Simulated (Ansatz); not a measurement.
The same path of CH4BF + H2 (9 atoms, charge 0, multiplicity 1) was run 3 times with different band settings. Lost on the way: B1–F2, H8–H9. Made: B1–H8, F2–H9.

Theory: Ansatz, RKS PBE/def2-SVP.

Relaxed end points:

```xyz
9
Properties=species:S:1:pos:R:3
B 0.124 -0.514 -0.058
F 0.071 -0.327 1.267
C 1.462 -0.313 -0.838
H 1.664 -1.184 -1.498
H 1.337 0.549 -1.533
H 2.342 -0.122 -0.194
H -0.931 -0.828 -0.593
H -0.259 2.990 1.135
H -0.217 2.275 1.415
```

```xyz
9
Properties=species:S:1:pos:R:3
B 0.030 0.462 -0.232
F 0.058 0.022 1.797
C 1.403 -0.038 -0.787
H 1.489 -1.142 -0.831
H 1.435 0.313 -1.846
H 2.297 0.385 -0.287
H -1.022 -0.074 -0.521
H -0.059 1.637 0.166
H -0.037 0.960 1.644
```

Common settings: spring 5.0 eV/Å²; optimiser quadratic models (default); start path through a guess of the saddle point; iteration limit 60; end points relaxed.

| run | movable images | climbing image | force threshold |
| --- | --- | --- | --- |
| 1 | 7 | yes | 0.05 eV/Å |
| 2 | 6 | no | 0.05 eV/Å |
| 3 | 7 | yes | 0.2 eV/Å |

Q: What does each run give, and how far can it be trusted?

A: Run 1: converged after 15 iterations, highest image 1.513 eV above the first end. A vibrational analysis at the climbing image gives one clearly imaginary mode, 787i cm⁻¹: a first-order saddle point.
Run 2: converged after 11 iterations, highest image 1.392 eV above the first end. No image climbed, so the highest image needn't sit at the top of the path.
Run 3: converged after 14 iterations, highest image 1.513 eV above the first end. The threshold of 0.2 eV/Å is loose, so the images may lie well off the minimum-energy path. Another band between the same ends (7 images) ends at a top of the same energy, where a vibrational analysis finds 1 clearly imaginary mode.
The orbitals stay closed-shell, which can raise the energy where a bond breaks towards radicals; this wasn't checked here.
